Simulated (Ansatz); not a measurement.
This Ansatz (a program for electronic structure) input (wB97M-V/def2-SVP) gives -109.60992 Eh with 33 basis functions.

Ansatz 0.2 input:
```yaml
crystal:
  periodic: [false, false, false]
  atoms:
    - {symbol: N, position_ang: [-0.00000000, -0.00000000, -0.43758825]}
    - {symbol: N, position_ang: [0.00000000, 0.00000000, 0.64838676]}
    - {symbol: H, position_ang: [-0.00000000, -0.00000000, -1.47558960]}
basis:
  gaussian:
    orbitals: def2-SVP
hamiltonian:
  xc: {name: wB97M-V}
total_charge: 1
magnetization: {spin_polarized: false}
```

Change:
```diff
- orbitals: def2-SVP
+ orbitals: def2-TZVPD
```

Question: What does the run give now?

Answer: -109.74339 Eh (wB97M-V/def2-TZVPD, 83 functions), a change of -133.47 mEh.
